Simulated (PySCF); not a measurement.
## Fluorine: a sound run and one with changed settings

Sound run: F [He] 2s2 2p5, F⁺ [He] 2s2 2p4. Computed with PySCF 2.14 in cc-pVDZ (3s2p1d, 14 functions), with no relativity, point nucleus. The sound run starts from symmetry-adapted Hartree-Fock orbitals and uses a fine grid where one is needed.

Changed run: 6 angular points. This setting is unsound on purpose.

```tsv
species	method	sound run (hartree)	changed run (hartree)	converged
F	UHF	-99.37524	-99.37524	yes
F	M06-2X	-99.69555	-99.69370	yes
F	LDA	-99.06020	-99.10881	yes
F⁺	UHF	-98.80049	-98.80049	yes
F⁺	M06-2X	-99.06012	-99.05057	yes
F⁺	LDA	-98.41301	-98.46782	yes
```

Ionisation energy of F:

```json
{"method": "UHF", "sound run (eV)": "15.640", "changed run (eV)": "15.640"}
{"method": "M06-2X", "sound run (eV)": "17.291", "changed run (eV)": "17.500"}
{"method": "LDA", "sound run (eV)": "17.611", "changed run (eV)": "17.442"}
```

A coarse angular grid integrates products of high-l functions wrongly, so density functionals can shift, and the SCF can exploit the error; Hartree-Fock and MP2 need no grid.

For comparison, NIST gives 17.423 eV between the lowest levels.
